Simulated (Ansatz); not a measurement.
Two shapes of singlet N₂H₂.

Shape 1:

```xyz
4

N     0.0402   -0.0214   -0.5954
N     0.0352    0.0049    0.6510
H    -0.0212    0.9840   -0.8704
H     0.0364   -0.9629    0.9042
```

Shape 2:

```xyz
4

N     0.0000    0.0001   -0.6651
N     0.0000   -0.0001    0.6651
H     0.0000    1.0754   -0.9873
H     0.0000   -1.0754    0.9873
```

Basis set: cc-pVDZ (spherical functions). Frozen core: 2 orbitals. Charge 0, multiplicity 1.

Computed with Ansatz (development build ahead of 0.2.0); each method stands on the lowest determinant of its kind that the runs found.

Task: Which shape is lower in energy, and by how much in each method?

Result:

```csv
method,E(2) − E(1) (eV)
RHF,0.825
RHF-MP2,0.309
```

Shape 1 is lower. Caution: in another basis set an unrestricted determinant lies well below.
